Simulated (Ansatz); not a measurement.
1T (CdI2-type) ZrSe₂, treated with PBEsol (PAW; Ansatz, a first-principles code).

Settings: plane-wave cutoff 520 eV, 12×12×6 k mesh (along the axes of the cell as run), Fermi–Dirac smearing 0.01 eV, scalar-relativistic PAW data made under PBE.

The cell is scaled about its equilibrium volume:

Shape and atoms are relaxed at each volume.

| V (Å³/atom) | P (GPa) | smallest gap on the k mesh (eV) | c (Å) | a (Å) |
|---|---|---|---|---|
| 23.651 | 1.13 | 0.000 | 5.976 | 3.703 |
| 24.143 | 0.50 | 0.000 | 6.054 | 3.717 |
| 24.636 | -0.01 | 0.089 | 6.137 | 3.729 |
| 25.129 | -0.37 | 0.133 | 6.228 | 3.739 |
| 25.622 | -0.61 | 0.170 | 6.326 | 3.746 |

Measured, for comparison: band gap 1.18 eV (temperature not stated, not corrected to a static lattice, fundamental, indirect, our sources range from 0.90 to 1.20; as tabulated in Rybak et al. (2022), arXiv:2210.12074).

Note: the cell comes from a level without a dispersion term, which matters for the spacing of layers, chains or molecules; the bulk modulus comes from volumes at which shape and atoms were relaxed; the cell has widely spaced layers and the level no dispersion term, so their spacing and the moduli can rest on weak binding.

Spin–orbit coupling is not included; it can close the smallest gap of 0.09 eV.
